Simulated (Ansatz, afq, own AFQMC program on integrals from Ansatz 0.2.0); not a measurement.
AFQMC on a folder of integrals that Ansatz 0.2.0 wrote.

```yaml
crystal:
  periodic: [false, false, false]
  atoms:
    - {symbol: Zr, position_ang: [0.000000, 0.000000, 0.000000]}
    - {symbol: B, position_ang: [0.000000, 0.000000, 2.018882]}
basis:
  gaussian: {orbitals: def2-TZVP}
magnetization: {spin_polarized: true, initial_magnetization: 5}
correlation: {method: ccsd_t, electrons: outside_noble_gas, hamiltonian_folder: ham}
```

```sh
$ ansatz run in.yaml --threads 1 --pin off --events-out ev --progress --plain --max-ram 16896MiB --backend cuda --devices 0, --max-vram 18GiB
```

afq runs on the folder ham with

```
--method phaseless --trial cisd --walkers 2000 --populations 20 --least-time 60 --time-step 0.005 --steps-per-block 50 --equilibration-blocks 40 --max-blocks 4000 --target-error 0.00016 --factor-cut 1e-05 --start spin_pure --seed 2559 --release-times 0.24,0.6,1.2,2,3,4.2 --release-step 0.04 --release-every 3 --taylor-order 6
```

Times are imaginary, in 1/Eh. The walk had a cap of 328 s. With eight or more populations the least sampling time is a fifth of least-time, and the error comes from their spread. Core potentials past Kr, no spin–orbit coupling.

```
orbitals 66  electrons 6 1  factors 506 of 562
reference energy -71.03396027 Eh
CCSD correlation -0.13329054 Eh in 13 cycles, weight of the determinant in the CISD state 0.8846
energy of the start -71.167129 Eh
 block  time / (1/Eh)  mean weight  energy / Eh
     1     0.250  1.0000  -71.166887
     2     0.500  0.9999  -71.167966
     3     0.750  0.9997  -71.169311
     4     1.000  1.0001  -71.170465
     5     1.250  1.0001  -71.171881
     8     2.000  0.9998  -71.174240
    13     3.250  1.0000  -71.175418
    25     6.250  1.0000  -71.175571
    37     9.250  0.9999  -71.176255
    49    12.250  1.0000  -71.175802
    53    13.250  1.0001  -71.177129
    61    15.250  0.9999  -71.174222
    73    18.250  1.0000  -71.175563
    85    21.250  1.0000  -71.174934
    97    24.250  1.0000  -71.177052
   109    27.250  1.0005  -71.174926
   121    30.250  1.0001  -71.174973
   133    33.250  1.0003  -71.174683
   145    36.250  1.0006  -71.175866
   157    39.250  1.0003  -71.174736
   169    42.250  1.0000  -71.174169
error from the spread of 20 populations
released: time / (1/Eh)  energy / Eh  error  mean overlap
  0.24  -71.175529  0.000137  1.0004
  0.60  -71.176105  0.000103  1.0001
  1.20  -71.176699  0.000332  0.9995
  2.00  -71.176910  0.000100  0.9947
  3.00  -71.177453  0.000181  0.9895
  4.20  -71.177498  0.000221  0.9841
energy -71.175127 +/- 0.000154 Eh
(rows thinned)
```

(1) Estimate how long the walk took on 1 × NVIDIA H100 80GB HBM3 with 2 threads of AMD EPYC 7R13 Processor (Zen 3), with other jobs on the host (the card was shared).

The run passed its tests (sampling time, drift between the halves within three errors, error under three times the target), which doesn't prove that it has relaxed. The second half of the sampling lies above the first by 2.9 errors of their difference, so the energy may still be moving and its error bar be too small.

Against this walk (error 4.2 meV) on the same determinant: CCSD(T) 14.8 meV lower, CCSDT(Q) 65.9 meV lower. The error is statistical and leaves out the bias of the constraint. The released energies have errors that jump between times, so the bars are unsure (meV from the phaseless value at times in 1/Eh: -27 ± 3 at 0.60, -43 ± 9 at 1.20, -49 ± 3 at 2.00, -63 ± 5 at 3.00, -65 ± 6 at 4.20), so they give no level; they do show a bias of the constraint, and the last of them that isn't too noisy lies 1 meV above CCSDT(Q). CCSDT(Q) is the surest value here, so the walk's 66 meV above it is most likely the bias of the constraint with this trial, which can have either sign.

Cautions: constraint bias not in the error; no spin-orbit coupling; outer-core shells of the metal frozen; higher spins were not checked; (T) is large, 6 % of the CCSD correlation.

## Answers

(1) 2 min of wall time.

CCSDT and higher add their correlation energy to the determinant of the CCSD(T) run, since their own runs factorise the integrals more tightly (a shift of under 2 meV). A walk keeps the symmetry of its determinant, which the program's search chose and which needn't be the lowest solution, so a lower state of the same spin and another symmetry isn't excluded.
